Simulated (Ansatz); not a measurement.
Geometry optimisation, Ansatz 0.2.0, UKS PBE0-D4/STO-3G.

Input:

```yaml
crystal:
  periodic: [false, false, false]
  atoms:
    - { symbol: O, position_ang: [-1.16279, -1.65116, 0.49968] }
    - { symbol: C, position_ang: [-0.31433, -0.8637, 0.23061] }
    - { symbol: C, position_ang: [0.87708, -0.26531, 0.04531] }
    - { symbol: C, position_ang: [-0.1973, 0.72657, -0.05793] }
    - { symbol: H, position_ang: [1.74712, -0.44016, -0.54707] }
    - { symbol: H, position_ang: [-0.56926, 1.24158, 0.81765] }
    - { symbol: H, position_ang: [-0.38051, 1.25218, -0.98824] }
magnetization:
  spin_polarized: true
  initial_magnetization: 1
basis:
  gaussian: { orbitals: STO-3G }
hamiltonian:
  xc: pbe0
  dispersion: d4
relax:
  f_tol: 0.02
  max_steps: 40
```

Run as:

```bash
$ ansatz run input.yaml --threads 1 --pin off --max-ram 2048MiB --backend cpu --events-out ev --progress --plain --runs-dir out
```

Problem. Where does it end, and by what steps?

Solution. The run converged. Limits of this set-up: minimal basis. After 11 steps the energy has fallen by 0.424 eV; H6 moved furthest, 0.21 Å.

```json
{"step": "0", "energy less start (eV)": "0.0000", "largest force component (eV/Å)": "4.241", "accepted": "yes"}
{"step": "1", "energy less start (eV)": "-0.2859", "largest force component (eV/Å)": "1.335", "accepted": "yes"}
{"step": "2", "energy less start (eV)": "-0.3387", "largest force component (eV/Å)": "0.927", "accepted": "yes"}
{"step": "3", "energy less start (eV)": "-0.3810", "largest force component (eV/Å)": "1.204", "accepted": "yes"}
{"step": "4", "energy less start (eV)": "-0.4075", "largest force component (eV/Å)": "0.579", "accepted": "yes"}
{"step": "5", "energy less start (eV)": "-0.4125", "largest force component (eV/Å)": "0.406", "accepted": "yes"}
{"step": "6", "energy less start (eV)": "-0.4208", "largest force component (eV/Å)": "0.145", "accepted": "yes"}
{"step": "7", "energy less start (eV)": "-0.4223", "largest force component (eV/Å)": "0.065", "accepted": "yes"}
{"step": "8", "energy less start (eV)": "-0.4228", "largest force component (eV/Å)": "0.052", "accepted": "yes"}
{"step": "9", "energy less start (eV)": "-0.4233", "largest force component (eV/Å)": "0.056", "accepted": "yes"}
{"step": "10", "energy less start (eV)": "-0.4230", "largest force component (eV/Å)": "0.116", "accepted": "no"}
{"step": "11", "energy less start (eV)": "-0.4236", "largest force component (eV/Å)": "0.018", "accepted": "yes"}
```

```xyz
7
Properties=species:S:1:pos:R:3
O -1.179 -1.760 0.411
C -0.391 -0.794 0.232
C 0.900 -0.271 0.043
C -0.243 0.716 -0.033
H 1.840 -0.447 -0.492
H -0.411 1.376 0.830
H -0.515 1.181 -0.992
```

Time of the run: 18 s on 1 thread of Arm Neoverse V2 (shared host), peak memory 0.094 GiB.
